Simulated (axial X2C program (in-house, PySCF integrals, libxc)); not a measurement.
Potential curves of BP⁻, two-component

Computed with an in-house relativistic program for diatomic molecules. Two-component (2c) means X2C with spin–orbit coupling and atomic mean-field two-electron Coulomb and Gaunt terms. Basis: P dyall-av3z [9s8p3d2f], B dyall-av3z [8s7p3d2f] (cores contracted in-house); Gaussian nuclei, density fitting, unrestricted open shells. Masses: P 30.974 u, B 11.009 u.

State: Ω = 1/2 (⟨Sz⟩ = 0.50, ⟨Lz⟩ = 0.00 at TPSS). Energies in eV from the fragments at the same level (P- + B). Fits are polynomials in 1 − R0/R over 0.85 to 1.23 times the lowest point R0.

```csv
R (Å),TPSS
1.4790,-4.1639
1.5470,-4.8329
1.5980,-5.1335
1.6490,-5.2997
1.7000,-5.3595
1.7595,-5.3251
1.8190,-5.2065
1.8955,-4.9673
1.9890,-4.5928
2.1250,-3.9772
```

The state is a single determinant with fixed occupations, the lowest that a limited PBE0 search found. De is counted from the lowest determinant-based energies of the atoms at the same level, without counterpoise correction. Density functionals use the spin component along the axis (collinear). The 2c atoms are single determinants rather than J levels; their spin–orbit lowering is only partly caught, and De is too large by that part. This holds for TPSS. Without a current term, density functionals place determinants with orbital angular momentum somewhat too high. The highest occupied level of some functionals is positive through self-interaction error; at Hartree–Fock it is bound.

Fit the TPSS curve near its minimum: give the equilibrium distance, the harmonic wavenumber and the well depth.

At TPSS, 2c: Re = 1.709 Å, ωe ≈ 1010 cm⁻¹, De = 5.36 eV to P- + B; Be follows as 0.71 cm⁻¹.
